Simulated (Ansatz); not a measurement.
The input, for Ansatz 0.2.0:

```yaml
crystal:
  periodic: [false, false, false]
  atoms:
    - {symbol: Al, position_ang: [0.000000, 0.000000, -0.348367]}
    - {symbol: Ga, position_ang: [0.000000, 0.000000, 2.278633]}
    - {symbol: H, position_ang: [0.000000, 0.000000, -1.930267]}
basis:
  gaussian: {orbitals: 6-31G}
magnetization: {spin_polarized: false, initial_magnetization: 3}
correlation: {method: sc_nevpt2, electrons: outside_noble_gas, active_space: {window: {electrons: 5, orbitals: 5}}}
```

```sh
$ ansatz run in.yaml --threads 1 --pin off --events-out ev --progress --plain --max-ram 2393MiB
```

Log:

```
420 factors; integrals over basis functions are off by at most 1.9e-4 eV
mean field evaluation 1: about -58920.3882 eV, gradient 5.2e0 eV
mean field evaluation 2: about -58920.4085 eV, gradient 5.3e0 eV
mean field evaluation 4: about -58920.9987 eV, gradient 1.5e0 eV
mean field evaluation 8: about -58921.0327 eV, gradient 2.9e-1 eV
mean field evaluation 16: about -58921.0470 eV, gradient 2.4e-6 eV
mean field evaluation 32: about -58921.0301 eV, gradient 2.7e-1 eV
mean field evaluation 64: about -58921.0040 eV, gradient 6.6e-1 eV
mean field -58921.04702268 eV, -2165.3085399635 hartree, gradient 2.4e-6 eV, S^2 3.750000; 6 other end points of the search recorded, 0 dependent functions left out
reference -58921.04702268 eV, -2165.3085399635 hartree; 24, 21 occupied and 20, 23 virtual orbitals, 420 factors
state -58921.51086850 eV, -2165.3255859827 hartree
state -58921.51086850 eV, -2165.3255859827 hartree; corrected -58922.74471339 eV, -2165.3709289463 hartree
state -58921.43021918 eV, -2165.3226221749 hartree
state -58921.43021918 eV, -2165.3226221749 hartree; corrected -58922.68425435 eV, -2165.3687071175 hartree
state -58921.51086850 eV, -2165.3255859827 hartree; corrected -58922.74471339 eV, -2165.3709289463 hartree
Total energy: -58922.74471339 eV, -2165.3709289463 hartree
```

For the same geometry and basis full CI lies 608.8 meV lower.

Ran on 1 thread of Arm Neoverse V2, shared host: 3.3 s wall, 0.16 GiB peak host memory.
